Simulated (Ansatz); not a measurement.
Ansatz (a quantum-chemistry and plane-wave program) input for methane (CH4), SMILES C, B3LYP-D3(BJ)/def2-TZVPD. 

Ansatz 0.2 input:
```yaml
crystal:
  periodic: [false, false, false]
  atoms:
    - {symbol: C, position_ang: [0.00000000, -0.00000000, -0.00000000]}
    - {symbol: H, position_ang: [0.62480079, -0.62480079, 0.62480079]}
    - {symbol: H, position_ang: [-0.62480079, -0.62480079, -0.62480079]}
    - {symbol: H, position_ang: [-0.62480079, 0.62480079, 0.62480079]}
    - {symbol: H, position_ang: [0.62480078, 0.62480079, -0.62480078]}
basis:
  gaussian:
    orbitals: def2-TZVPD
hamiltonian:
  xc: b3lyp
  dispersion: d3bj
relax: {f_tol: 0.002, max_steps: 200}
```

Program output:

```
Functional definition: B3LYP
integrals: 0.01 GiB planned
378 factors; their error is unknown
mean field: 0.12 GiB planned
mean field evaluation 1: about -1097.4682 eV, gradient 5.0e1 eV
mean field evaluation 2: about -1095.4010 eV, gradient 5.4e1 eV
mean field evaluation 4: about -1103.0969 eV, gradient 6.8e-2 eV
mean field evaluation 8: about -1103.0825 eV, gradient 1.1e-3 eV
mean field -1103.08252130 eV, -40.5375349616 hartree, gradient 2.3e-5 eV, S^2 0.000000; 0 other end points of the search recorded, 0 dependent functions left out
the calculation of the forces begins
reference -1103.08272094 eV, -40.5375422984 hartree; 5, 5 occupied and 68, 68 virtual orbitals, 378 factors
relax step   1: F+E_penalty+E_count = -1103.13460640 eV  Δ(F+E_penalty+E_count) = +0.000e0 eV  max|allowed force component| = 1.411e-1 eV/Å  Δτ_max = 0.0000 Å  (25 SCF iters, accepted)
these checks for a lower state are left out or cut short: starts, cluster_reference, orbital_swaps, neighbouring_geometries, increment
integrals: 0.01 GiB planned
378 factors; their error is unknown
mean field: 0.12 GiB planned
mean field evaluation 16: about -1103.0856 eV, gradient 3.0e-1 eV
mean field -1103.08569267 eV, -40.5376515071 hartree, gradient 2.6e-6 eV, S^2 0.000000; 0 other end points of the search recorded, 0 dependent functions left out
the calculation of the forces begins
reference -1103.08589311 eV, -40.5376588731 hartree; 5, 5 occupied and 68, 68 virtual orbitals, 378 factors
relax step   2: F+E_penalty+E_count = -1103.13776635 eV  Δ(F+E_penalty+E_count) = -3.160e-3 eV  max|allowed force component| = 3.834e-2 eV/Å  Δτ_max = 0.0051 Å  (28 SCF iters, accepted)
these checks for a lower state are left out or cut short: starts, cluster_reference, orbital_swaps, neighbouring_geometries, increment
integrals: 0.01 GiB planned
378 factors; their error is unknown
mean field: 0.12 GiB planned
mean field -1103.08595396 eV, -40.5376611095 hartree, gradient 2.6e-6 eV, S^2 0.000000; 0 other end points of the search recorded, 0 dependent functions left out
the calculation of the forces begins
reference -1103.08615469 eV, -40.5376684863 hartree; 5, 5 occupied and 68, 68 virtual orbitals, 378 factors
relax step   3: F+E_penalty+E_count = -1103.13802340 eV  Δ(F+E_penalty+E_count) = -2.570e-4 eV  max|allowed force component| = 4.365e-4 eV/Å  Δτ_max = 0.0019 Å  (28 SCF iters, accepted)
integrals: 0.01 GiB planned
378 factors; their error is unknown
mean field: 0.12 GiB planned
mean field evaluation 32: about -1103.0858 eV, gradient 3.0e-1 eV
mean field -1103.08595396 eV, -40.5376611095 hartree, gradient 2.6e-6 eV, S^2 0.000000; 1 other end points of the search recorded, 0 dependent functions left out
the calculation of the forces begins
reference -1103.08615469 eV, -40.5376684863 hartree; 5, 5 occupied and 68, 68 virtual orbitals, 378 factors
Total energy: -1103.13822413 eV, -40.5395820028 hartree
Atom 0 at     0.000000     0.000000    -0.000000 Å, force     0.000000    -0.000001     0.000000 eV/Å
Atom 1 at     0.628851    -0.628851     0.628851 Å, force     0.000436    -0.000436     0.000436 eV/Å
Atom 2 at    -0.628851    -0.628851    -0.628851 Å, force    -0.000436    -0.000436    -0.000436 eV/Å
Atom 3 at    -0.628851     0.628851     0.628851 Å, force    -0.000436     0.000436     0.000436 eV/Å
Atom 4 at     0.628851     0.628851    -0.628851 Å, force     0.000436     0.000436    -0.000436 eV/Å
Dipole moment:     0.000000     0.000000     0.000000 e Å
```

The calculation finished and met its thresholds.
